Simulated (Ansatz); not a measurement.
# FNSi: the cost of one run

The runs use Ansatz 0.2.0, Gaussian basis; def2-QZVPP, core rule «outside noble gas», up to 7 orbitals frozen.

The runs, in order: UHF; ROHF; CCSD(T) on UHF.

2 further runs of the same task are left out: 2 set aside as unsound or not needed.

**1. The system**

The geometry is a PBE0/def2-TZVP stationary point (not a proven minimum) of the parent state, kept for this charge and spin.

3 atoms, charge 1, spin multiplicity 2.

Atoms are counted from 1 here; the program's logs count them from 0.

Bond lengths: F1–Si3 1.593 Å, N2–Si3 1.670 Å. Angles: F1–Si3–N2 114.3°.

**2. UHF**

The input, in.yaml:

```yaml
crystal:
  periodic: [false, false, false]
  atoms:
    - {symbol: F, position_ang: [0.000000, 0.363379, 1.250957]}
    - {symbol: N, position_ang: [0.000000, 0.458595, -1.488424]}
    - {symbol: Si, position_ang: [0.000000, -0.474516, -0.103907]}
basis:
  gaussian: {orbitals: "def2-QZVPP.json"}
total_charge: 1
magnetization: {spin_polarized: true, initial_magnetization: 1}
hamiltonian: {xc: hf}
output: {orbitals: {seedname: orbitals}}
```

Launch:

```sh
> ansatz run in.yaml --threads 1 --pin off --events-out ev --progress --plain --max-ram 2393MiB
```

What time and memory should one allow on 1 thread of Arm Neoverse V2, shared host?

About 46 s, with a peak of 0.41 GiB.
